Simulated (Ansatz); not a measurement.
**Ladder of methods for the band gap of CdCl2 (R-3m, No. 166)**

Reference value: 5.7 eV (measured, temperature not stated, not corrected to a static lattice, compiled measured gap; kind and temperature not stated; as tabulated in Kothakonda et al. (2022), arXiv:2208.02841).

```tsv
level (code)	value (eV)	difference (eV)
LDA (Ansatz)	3.08	-2.62
PBEsol (Ansatz)	3.27	-2.43
PBEsol+SOC (Ansatz)	3.26 (indirect)	-2.44
B3LYP (VWN-RPA form) (Ansatz)	5.02	-0.68
HSE06 (Ansatz)	4.80	-0.90
HSE06+SOC (Ansatz)	4.79 (indirect)	-0.91
PBE0 (Ansatz)	5.52	-0.18
```

Closest of the ranked levels: PBE0 (-0.18 eV). Farthest off among them: LDA (-2.62 eV).

Density-functional gaps are differences of (generalised) Kohn–Sham levels of a static lattice; semilocal ones lie below quasiparticle gaps as a rule. Measured gaps hold zero-point and thermal shifts unless a correction is named. Spin–orbit coupling is included only where a level's name says +SOC; with heavier elements it mostly lowers gaps and can invert bands.  Values are at the measured cell. Cutoffs and k meshes differ between the levels. Ansatz's density-functional and Hartree–Fock values are scalar-relativistic unless marked +SOC, with PAW data made under PBE.

Differences are worked out from the printed values.

Ansatz is a quantum-chemistry and plane-wave program.
